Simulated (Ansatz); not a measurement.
Seven cases of atomisation energy of first-row species (electronic energies, kcal/mol); geometries: B3LYP-D3(BJ)/def2-TZVP. The cases were drawn at random from those of this class that have a high level and all functionals, leaving out states under which another spin lies or may lie. Left out are anions, K, Ca, elements past Kr, ionisation of Li, Na and Mg, pi-pi* triplets of linear molecules and other triplets made from a closed-shell parent. Runs that doubt their state, and full CI more than 15 mEh from coupled cluster, are set aside; a case stays where another high level and all functionals remain. AFQMC serves as high level only in triple zeta or larger, with a steady walk, a bar under 0.8 kcal/mol and agreement with other high levels or trials where they ran; where none ran, an unstable determinant or (outside 3d species) a high T1 diagnostic also bars it, so strongly correlated cases are thinned. No case was kept or dropped by the size of a functional's miss. High levels with a bar over 0.5 kcal/mol are left out too, and the seventh case lies inside the range of the six. Affinities count positive where energy is released, gaps as the second state minus the first. PBE is by Ansatz (an electronic-structure program) in def2-TZVPD. High levels (Ansatz): P = CCSD(T)/CBS(cc-pVQZ,cc-pV5Z) + [CCSDT(Q) - CCSD(T)]/cc-pVDZ + core + X2C; Q = CCSD(T)/CBS(cc-pVQZ,cc-pV5Z) + [CCSDT(Q) - CCSD(T)]/cc-pVQZ + [CCSDTQ - CCSDT(Q)]/cc-pVDZ + core + X2C; R = CCSD(T)/CBS(cc-pVQZ,cc-pV5Z) + [CCSDT(Q) - CCSD(T)]/cc-pVTZ + [CCSDTQ - CCSDT(Q)]/cc-pVDZ + core + X2C; S = CCSD(T)/CBS(cc-pVQZ,cc-pV5Z) + [CCSDT(Q) - CCSD(T)]/cc-pVTZ + core + X2C; T = CCSD(T)/CBS(cc-pVTZ,cc-pVQZ) + [CCSDT(Q) - CCSD(T)]/cc-pVDZ + core + X2C. Radicals and triplets start from unrestricted determinants; spin-orbit coupling is neglected. CBS(X,Y): correlation extrapolated as X^-3, Hartree-Fock from the larger set (Q,5: extrapolated as (X+1)exp(-9√X)). A bracket is a step between two methods taken in the basis named. The functionals are non-relativistic, so their misses hold any scalar relativity. 'core' is core correlation in cc-pwCVTZ, 'X2C' scalar relativity in cc-pVTZ-DK, both at CCSD(T). For partners of very few electrons the exact lower level stands in for a higher one. The UHF reference of CH2N ([CH]=N, doublet) is spin-contaminated (<S^2> up to 0.08 over the pure value in the sets run).

```tsv
case	PBE	level	high level
BNH4 (SMILES BN)	507.8	R	501.2
C4H8 (SMILES C=C(C)C)	1174.5	T	1160.7
N2H4 (SMILES NN)	451.5	S	438.3
C2H5NO (SMILES CC(N)=O)	894.3	T	869.2
N2 (SMILES N#N)	243.4	Q	228.1
CH2N (SMILES [CH]=N, doublet)	349.1	R	330.9
C2H5F (fluoroethane, SMILES FCC)	731.2	P	withheld
```

Problem. Fit a straight line from PBE to the high level over the first six rows by least squares, predict the seventh, and compare with the calculation.

Solution. Means: PBE 603.43, high level 588.07. Sxx = 637259, Sxy = 634852, slope 0.9962, intercept -13.07 kcal/mol; residual standard deviation 6.7 kcal/mol. Seventh row: 0.9962·(731.2) -13.07 = 715.4 kcal/mol. The calculation gave 721.6 kcal/mol: the line differs from it by -6.2, PBE itself by +9.6.
